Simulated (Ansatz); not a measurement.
BNH₅, doublet: at the end structure of a reaction step.

in.yaml

```yaml
crystal:
  periodic: [false, false, false]
  atoms:
    - {symbol: H, position_ang: [0.740761, -0.744499, 0.955063]}
    - {symbol: B, position_ang: [-0.431244, -0.271880, -0.816121]}
    - {symbol: N, position_ang: [0.208765, 0.052796, 0.620932]}
    - {symbol: H, position_ang: [0.403996, -0.700683, -1.562677]}
    - {symbol: H, position_ang: [-1.232988, 0.566906, -1.120117]}
    - {symbol: H, position_ang: [-0.525411, 0.236613, 1.297351]}
    - {symbol: H, position_ang: [0.836122, 0.860747, 0.625669]}
basis:
  gaussian: {orbitals: def2-TZVPP}
magnetization: {spin_polarized: true, initial_magnetization: 1}
hamiltonian: {xc: r2scan, dispersion: d4}
```

Command:

```bash
ansatz run in.yaml --threads 2 --pin off --events-out ev --progress --plain --max-ram 4352MiB
```

Output of Ansatz 0.2.0:

```
Functional definition: r2SCAN
  name "r2SCAN"
  cite "Furness, Kaplan, Ning, Perdew & Sun, J. Phys. Chem. Lett. 11, 8208 (2020) doi:10.1021/acs.jpclett.0c02405"
  cite "Furness, Kaplan, Ning, Perdew & Sun, J. Phys. Chem. Lett. 11, 9248 (2020) doi:10.1021/acs.jpclett.0c03077"
  parent r2scan
  parameter k0 = 0.174
  parameter k1 = 0.065
  parameter a1 = 4.9479
  exchange = r2scan_x(k0 = k0, k1 = k1, a1 = a1)
  correlation = r2scan_c
619 factors; their error is unknown
mean field evaluation 1: about -2239.2202 eV, gradient 3.9e1 eV
mean field evaluation 2: about -2234.0643 eV, gradient 5.1e1 eV
mean field evaluation 4: about -2245.6839 eV, gradient 1.7e0 eV
mean field evaluation 8: about -2245.6939 eV, gradient 3.3e-2 eV
mean field -2245.69392127 eV, -82.5277294208 hartree, gradient 7.0e-5 eV, S^2 0.755488; 0 other end points of the search recorded, 0 dependent functions left out
reference -2245.69393605 eV, -82.5277299639 hartree; 9, 8 occupied and 123, 124 virtual orbitals, 619 factors
Total energy: -2245.70761933 eV, -82.5282328152 hartree
```

The lines “mean field evaluation” count trial sets of orbitals through the whole run, from several starts and some on an approximate energy, so they need not fall steadily or lie above the final value.

The run took about 2.5 s on 2 CPU threads of an Arm Neoverse V1 (shared host).
